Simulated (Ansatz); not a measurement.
## Worked example: correlation energy of H₃Ge–GeH, triplet

Geometry: that of the H3Ge–GeH, singlet, kept fixed.

```yaml
atoms:
  - { symbol: Ge, position_ang: [0.0000, 0.0168, 1.2218] }
  - { symbol: Ge, position_ang: [0.0000, -0.0363, -1.2773] }
  - { symbol: H, position_ang: [0.0000, 1.3870, 1.9258] }
  - { symbol: H, position_ang: [1.2331, -0.7670, 1.7257] }
  - { symbol: H, position_ang: [-1.2331, -0.7670, 1.7257] }
  - { symbol: H, position_ang: [0.0000, 1.5538, -1.3752] }
```

Basis cc-pVDZ; Ansatz 0.2.0. Correlated methods freeze the noble-gas cores and the filled d shells of p-block atoms, which leaves 12 electrons in 46 orbitals. R marks a restricted (for open shells ROHF) determinant, U an unrestricted one. No spin–orbit coupling is included, and no scalar relativity.

Full CI isn't at hand for all of this; UCCSDT(Q) serves as the reference, and is uncertain by about the last step of the cluster series.

Runs differ by some tens of microhartree through their thresholds and, for an open shell, their frozen cores, so steps under 0.03 kcal/mol mean nothing.

```
    level  total energy (hartree)
      UHF            -4152.927999
     UMP2            -4153.092167
    UCCSD            -4153.134113
 UCCSD(T)            -4153.139390
   UCCSDT            -4153.140606
UCCSDT(Q)            -4153.140831
```

Task: What is the correlation energy at UCCSDT(Q), and what share of it do UMP2 and UCCSD(T) recover?

Result: E(corr) = -4153.140831 − (-4152.927999) = -0.212832 hartree = -5.791 eV. UMP2: -0.164168 / -0.212832 = 77.14 %. UCCSD(T): -0.211391 / -0.212832 = 99.32 %.

Task: By how many kcal/mol does UCCSD(T) miss UCCSDT(Q) (1 hartree = 627.509 kcal/mol), and which steps make up the rest?

Result: -4153.139390 − (-4153.140831) = 0.001441 hartree = 0.90 kcal/mol. Steps: UCCSDT − UCCSD(T) = -0.76, UCCSDT(Q) − UCCSDT = -0.14 kcal/mol. Differences between like states or geometries often cancel part of this.
